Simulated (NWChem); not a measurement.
All runs are NWChem calculations. System: C2H3O, charge 0, spin multiplicity 2, at a geometry optimised with UPBE/def2-SVP. The structure started from a generated list of species. Its SCF solution wasn't tested for a lower state. Level: UMP2/def2-TZVP, 3 core orbitals frozen.

Input file:

```
start mol
memory heap 200 mb stack 900 mb global 1100 mb
geometry units angstroms nocenter noautoz
  C     -0.078063    -1.170428     0.000000
  C      0.426526     0.248546     0.000000
  O     -0.195468     1.267226     0.000000
  H      0.330976    -1.693871     0.887791
  H      0.330976    -1.693871    -0.887791
  H     -1.188987    -1.218772     0.000000
  symmetry group Cs
end
basis spherical
  * library def2-tzvp
end
scf
  uhf
  nopen 1
  maxiter 100
  thresh 1e-7
  semidirect memsize 60000000 filesize 0
  # guess.movecs holds the orbitals of an unrestricted PBE0 run
  vectors input guess.movecs output mol.movecs
end
mp2
  freeze core 3
end
task mp2 energy
```

Part of the output:

```
             Northwest Computational Chemistry Package (NWChem) 7.3.0
             --------------------------------------------------------

                                NWChem Input Module
                                -------------------

 Scaling coordinates for geometry "geometry" by  1.889725989
 (inverse scale =  0.529177249)

 Turning off AUTOSYM since
 SYMMETRY directive was detected!

                             Geometry "geometry" -> ""
                             -------------------------

 Output coordinates in angstroms (scale by  1.889725989 to convert to a.u.)

  No.       Tag          Charge          X              Y              Z
 ---- ---------------- ---------- -------------- -------------- --------------
    1 C                    6.0000    -0.07806300    -1.17042800     0.00000000
    2 C                    6.0000     0.42652600     0.24854600     0.00000000
    3 O                    8.0000    -0.19546800     1.26722600     0.00000000
    4 H                    1.0000     0.33097600    -1.69387100     0.88779100
    5 H                    1.0000     0.33097600    -1.69387100    -0.88779100
    6 H                    1.0000    -1.18898700    -1.21877200     0.00000000

 Effective nuclear repulsion energy (a.u.)      62.5061106089

            Nuclear Dipole moment (a.u.)
            ----------------------------
        X                 Y               Z
 ---------------- ---------------- ----------------
    -0.0000018897     0.0000037795     0.0000000000

      Symmetry information
      --------------------

 Group name             Cs
 Group number              2
 Group order               2
 No. of unique centers     5

      Symmetry unique atoms

     1    2    3    4    6


 Summary of "ao basis" -> "" (spherical)
 ------------------------------------------------------------------------------
       Tag                 Description            Shells   Functions and Types
 ---------------- ------------------------------  ------  ---------------------
 *                         def2-tzvp                  on all atoms

 Summary of "ao basis" -> "ao basis" (spherical)
 ------------------------------------------------------------------------------
       Tag                 Description            Shells   Functions and Types
 ---------------- ------------------------------  ------  ---------------------
 C                         def2-tzvp                11       31   5s3p2d1f
 O                         def2-tzvp                11       31   5s3p2d1f
 H                         def2-tzvp                 4        6   3s1p

                                 NWChem SCF Module
                                 -----------------

  ao basis        = "ao basis"
  functions       =   111
  atoms           =     6
  alpha electrons =    12
  beta  electrons =    11
  charge          =   0.00
  wavefunction    = UHF
  use symmetry    = T
  symmetry adapt  = T

 Summary of "ao basis" -> "ao basis" (spherical)
 ------------------------------------------------------------------------------
       Tag                 Description            Shells   Functions and Types
 ---------------- ------------------------------  ------  ---------------------
 C                         def2-tzvp                11       31   5s3p2d1f
 O                         def2-tzvp                11       31   5s3p2d1f
 H                         def2-tzvp                 4        6   3s1p

      Symmetry analysis of basis
      --------------------------

        a'         74
        a"         37

 Forming initial guess at       0.1s

   Symmetry analysis of molecular orbitals - initial alpha
   -------------------------------------------------------

  Numbering of irreducible representations:

     1 a'          2 a"

  Orbital symmetries:

     1 a'          2 a'          3 a'          4 a'          5 a'
     6 a'          7 a'          8 a'          9 a"         10 a'
    11 a"         12 a'         13 a"         14 a'         15 a'
    16 a"         17 a'         18 a'         19 a"         20 a'
    21 a'         22 a"

   Symmetry analysis of molecular orbitals - initial beta
   ------------------------------------------------------

  Numbering of irreducible representations:

     1 a'          2 a"

  Orbital symmetries:

     1 a'          2 a'          3 a'          4 a'          5 a'
     6 a'          7 a"          8 a'          9 a'         10 a"
    11 a'         12 a'         13 a"         14 a'         15 a"
    16 a'         17 a'         18 a'         19 a"         20 a'
    21 a"         22 a'

 Starting SCF solution at       0.1s

 ----------------------------------------------
         Quadratically convergent UHF

 Convergence threshold     :          1.000E-07
 Maximum no. of iterations :          100
 Integral*density screening:          1.000E-09
 ----------------------------------------------

              iter       energy          gnorm     gmax       time
             ----- ------------------- --------- --------- --------
                 1     -152.3402754905  5.25D-01  9.73D-02      0.9
                 2     -152.3579593783  4.11D-02  9.24D-03      1.1
                 3     -152.3585518952  2.07D-03  8.16D-04      1.8
                 4     -152.3585581910  3.55D-05  9.57D-06      2.7
                 5     -152.3585581915  8.07D-09  2.05D-09      3.8

       Final UHF  results
       ------------------

         Total SCF energy =   -152.358558191451
      One electron energy =   -330.703517249483
      Two electron energy =    115.838848449147
 Nuclear repulsion energy =     62.506110608884
[...]
              MO Center=  8.2D-03,  6.2D-01,  1.5D-15, r^2= 1.9D+00
   Bfn.  Coefficient  Atom+Function         Bfn.  Coefficient  Atom+Function
  ----- ------------  ---------------      ----- ------------  ---------------
    68      0.266365  3 O  px                69      0.249507  3 O  py
    71      0.241744  3 O  px                72      0.225499  3 O  py
    74      0.154390  3 O  px                37      0.150178  2 C  px

 Vector   12  Occ=0.000000D+00  E= 9.106408D-02  Symmetry=a'
              MO Center=  3.8D-01, -3.0D-01, -1.3D-16, r^2= 4.4D+00
   Bfn.  Coefficient  Atom+Function         Bfn.  Coefficient  Atom+Function
  ----- ------------  ---------------      ----- ------------  ---------------
     5      3.618306  1 C  s                 36     -2.101034  2 C  s
   108     -1.241536  6 H  s                 96     -0.935289  4 H  s
   102     -0.935289  5 H  s                 67      0.420709  3 O  s
    44      0.392373  2 C  py                13      0.316126  1 C  py
    74      0.272843  3 O  px                 3      0.194228  1 C  s

 Vector   13  Occ=0.000000D+00  E= 1.546549D-01  Symmetry=a"
              MO Center=  3.3D-01,  1.2D-02, -1.8D-13, r^2= 2.9D+00
   Bfn.  Coefficient  Atom+Function         Bfn.  Coefficient  Atom+Function
  ----- ------------  ---------------      ----- ------------  ---------------
    45      0.749314  2 C  pz                96     -0.678455  4 H  s
   102      0.678455  5 H  s                 76     -0.468101  3 O  pz
    39      0.284410  2 C  pz                14      0.275770  1 C  pz
    42      0.272311  2 C  pz                70     -0.239051  3 O  pz
    73     -0.189944  3 O  pz

 Vector   14  Occ=0.000000D+00  E= 1.584942D-01  Symmetry=a'
              MO Center=  3.9D-01, -1.4D+00, -5.9D-14, r^2= 5.5D+00
   Bfn.  Coefficient  Atom+Function         Bfn.  Coefficient  Atom+Function
  ----- ------------  ---------------      ----- ------------  ---------------
     5      6.087943  1 C  s                 96     -2.373240  4 H  s
   102     -2.373240  5 H  s                 36     -1.695164  2 C  s
   108     -0.927269  6 H  s                 44      0.709506  2 C  py
     4     -0.673474  1 C  s                 43      0.671654  2 C  px
    12      0.598776  1 C  px                67      0.303618  3 O  s

 center of mass
 --------------
 x =   0.02301422 y =   0.20048988 z =   0.00000000

 moments of inertia (a.u.)
 ------------------
         183.018928973503           4.708830958456           0.000000000000
           4.708830958456          21.766370829782           0.000000000000
           0.000000000000           0.000000000000         193.438738440092

  Mulliken analysis of the total density
  --------------------------------------

    Atom       Charge   Shell Charges
 -----------   ------   -------------------------------------------------------
    1 C    6     6.25   0.85  1.12  0.47  0.69  0.02  1.24  1.42  0.36  0.02  0.05  0.00
    2 C    6     5.80   0.86  1.12  0.54  0.62  0.21  1.09  1.01  0.17  0.04  0.12  0.02
    3 O    8     8.35   0.79  1.18  0.59  0.95  0.33  1.82  1.92  0.74  0.00  0.03  0.00
    4 H    1     0.87   0.26  0.48  0.11  0.02
    5 H    1     0.87   0.26  0.48  0.11  0.02
    6 H    1     0.87   0.26  0.48  0.11  0.02

  Mulliken analysis of the alpha density
  --------------------------------------

    Atom       Charge   Shell Charges
 -----------   ------   -------------------------------------------------------
    1 C    6     3.16   0.43  0.56  0.24  0.35 -0.02  0.65  0.73  0.17  0.01  0.03  0.00
    2 C    6     3.27   0.43  0.56  0.30  0.34  0.16  0.67  0.62  0.10  0.02  0.06  0.01
    3 O    8     4.25   0.40  0.59  0.30  0.48  0.16  0.96  0.99  0.35  0.00  0.02  0.00
    4 H    1     0.43   0.13  0.24  0.05  0.01
    5 H    1     0.43   0.13  0.24  0.05  0.01
    6 H    1     0.46   0.13  0.25  0.07  0.01

   Mulliken analysis of the beta density
   -------------------------------------

    Atom       Charge   Shell Charges
 -----------   ------   -------------------------------------------------------
    1 C    6     3.10   0.43  0.56  0.23  0.34  0.03  0.60  0.69  0.19  0.01  0.02  0.00
    2 C    6     2.53   0.43  0.56  0.24  0.28  0.05  0.42  0.39  0.07  0.02  0.06  0.01
    3 O    8     4.10   0.40  0.59  0.29  0.47  0.16  0.86  0.93  0.38  0.00  0.02  0.00
    4 H    1     0.43   0.13  0.24  0.05  0.01
    5 H    1     0.43   0.13  0.24  0.05  0.01
    6 H    1     0.41   0.12  0.23  0.04  0.01

   Mulliken analysis of the spin density
   -------------------------------------

    Atom       Charge   Shell Charges
 -----------   ------   -------------------------------------------------------
    1 C    6     0.06   0.00 -0.00  0.01  0.02 -0.05  0.05  0.04 -0.02  0.00  0.01  0.00
    2 C    6     0.75   0.00 -0.00  0.06  0.05  0.11  0.25  0.23  0.03  0.00  0.00 -0.00
    3 O    8     0.15   0.00 -0.00  0.01  0.01 -0.00  0.11  0.06 -0.03  0.00 -0.00  0.00
    4 H    1    -0.00  -0.00 -0.00  0.00  0.00
    5 H    1    -0.00  -0.00 -0.00  0.00  0.00
    6 H    1     0.05   0.01  0.02  0.03 -0.00

       Multipole analysis of the density wrt the origin
       ------------------------------------------------

     L   x y z        total         alpha         beta         nuclear
     -   - - -        -----         -----         ----         -------
     0   0 0 0     -0.000000    -12.000000    -11.000000     23.000000

     1   1 0 0      0.080989     -0.489302      0.570294     -0.000002
     1   0 1 0     -1.205285     -0.841860     -0.363429      0.000004
     1   0 0 1      0.000000     -0.000000      0.000000      0.000000

     2   2 0 0    -13.752259    -14.093741    -10.609371     10.950854
     2   1 1 0      0.250714      0.581785      1.345557     -1.676627
     2   1 0 1      0.000000     -0.000000      0.000000      0.000000
     2   0 2 0    -14.717776    -59.581828    -57.485358    102.349410
     2   0 1 1     -0.000000     -0.000000     -0.000000      0.000000
     2   0 0 2    -12.741273     -9.487490     -8.883015      5.629232

                   NWChem MP2 Semi-direct Energy/Gradient Module
                   ---------------------------------------------

  Basis functions       =    111
  Molecular orbitals    =    111
  Frozen core           =      3
  Frozen virtuals       =      0
  Active alpha occupied =      9
  Active beta occupied  =      8
  Active alpha virtual  =     99
  Active beta virtual   =    100
  Use MO symmetry       = T
  Use skeleton AO sym   = T

  AO/Fock/Back tols     =   1.0D-09  1.0D-09  1.0D-09

 GA uses MA = F    GA memory limited = T

 Available:
  local mem=  1.26D+08
 global mem=  1.44D+08
 local disk=  0.00D+00
  mp2_memr nvloc                    99
  nvloc new                    99
   1 passes of   9:        5242880                      69667                  18685275.
   1 passes of   9: M    126152148           G      144154558           F     120909268.

 Semi-direct pass number   1 of   1  for UHF alpha       at        3.9s
  vrange nnbf                  6161
  mp2_eaftype                    71  avail_ma_in_mb                  1099
 EAF : mp2_eaftype filesize          71    9342637.
  mp2_eaf for mointskh                     71
Node 0 wrote     43.9 Mb in      0.0 s     Agg I/O rate:  2532.1 Mb/s
 Done moints_semi at        5.9s
  mp2_eaftype                    71  avail_ma_in_mb                  1028
 EAF : mp2_eaftype filesize          71    9342637.
  mp2_eaf for kh                    71
 Done maket at        6.0s
 Done multipass loop at        6.0s

 GA uses MA = F    GA memory limited = T

 Available:
  local mem=  1.26D+08
 global mem=  1.44D+08
 local disk=  0.00D+00
  mp2_memr nvloc                   100
  nvloc new                   100
   1 passes of   8:        5242880                      65118                  16779061.
   1 passes of   8: M    126152148           G      144154558           F     120909268.

 Semi-direct pass number   1 of   1  for UHF beta        at        6.1s
  vrange nnbf                  6161
  mp2_eaftype                    64  avail_ma_in_mb                  1099
 EAF : mp2_eaftype filesize          64    8389531.
  mp2_eaf for mointskh                     64
Node 0 wrote     39.4 Mb in      0.0 s     Agg I/O rate:  2426.8 Mb/s
 Done moints_semi at        8.0s
  mp2_eaftype                    64  avail_ma_in_mb                  1035
 EAF : mp2_eaftype filesize          64    8389531.
  mp2_eaf for kh                    64
 Done maket at        8.1s
 Done multipass loop at        8.1s

          -------------------------------------------
          SCF energy                -152.358558191451
          Correlation energy          -0.529707584722
          Singlet pairs                0.000000000000
          Triplet pairs                0.000000000000
          Total MP2 energy          -152.888265776173
          -------------------------------------------

          ---------------------------------------------------
                    Spin Component Scaled (SCS) MP2
          Same spin pairs                     -0.130995496117
          Same spin scaling factor             0.333333333333
          Opposite spin pairs                 -0.398712088605
          Opposite spin scaling fact.          1.200000000000
          SCS-MP2 correlation energy          -0.522119671698
          Total SCS-MP2 energy              -152.880677863150
          ---------------------------------------------------

 -----------------------
 Performance information
 -----------------------

 Timer overhead =  1.28D-07 seconds/call

               Nr. of calls         CPU time (s)                 Wall time (s)                GFlops
             ---------------    -------------------     ------------------------------   -------------------
Name         Min   Avg   Max    Min     Avg     Max     Min     Avg     Max   Mx/calls   Min     Max     Sum
mp2: moin     2     2     2    3.9     3.9     3.9      3.9     3.9     3.9     2.0      0.0     0.0     0.0
mp2: make     2     2     2   0.26    0.26    0.26     0.26    0.26    0.26    0.13      0.0     0.0     0.0
mp2: tota     1     1     1    4.3     4.3     4.3      4.3     4.3     4.3     4.3      0.0     0.0     0.0

 The average no. of pstat calls per process was 5.00D+00
 with a timing overhead of 6.39D-07s

 Task  times  cpu:        8.1s     wall:        8.1s

 Total times  cpu:        8.1s     wall:        8.1s
```
